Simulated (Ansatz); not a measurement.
A calculation on fcc Ni returned lattice constant a 3.511 Å, bulk modulus 180 GPa, magnetic moment 0.92 μB.

For reference: lattice constant a 3.508 Å (measured, static lattice: zero-point anharmonic expansion removed; as tabulated in Mejia-Rodriguez and Trickey (2018), arXiv:1807.09216); bulk modulus 192 GPa (measured, 0 K value with the zero-point phonon effect removed, our sources range from 186 to 195; as tabulated in Mejia-Rodriguez and Trickey (2018), arXiv:1807.09216).

Problem. Which level of theory produced these numbers?
A) PBE-D3(BJ) (Ansatz (a program for electronic structure))
B) r²SCAN (Ansatz)
C) HSE06 (Ansatz)
D) RPBE (Ansatz)

Solution. C, HSE06 (Ansatz)

The others give: PBE-D3(BJ) 3.478 Å, 217 GPa, 0.62 μB; RPBE 3.553 Å, 179 GPa, 0.66 μB; r²SCAN 3.478 Å, 218 GPa, 0.73 μB.

Unless a cell is named, each level is at its own relaxed cell (HSE06 10.82, PBE-D3(BJ) 10.52, r²SCAN 10.52, RPBE 11.21 Å³/atom).

Spin-polarised runs: PBE-D3(BJ) (parallel moments), RPBE (parallel moments), r²SCAN (parallel moments), HSE06 (parallel moments).

Ansatz's density-functional and Hartree–Fock values are scalar-relativistic unless marked +SOC, with PAW data made under PBE.
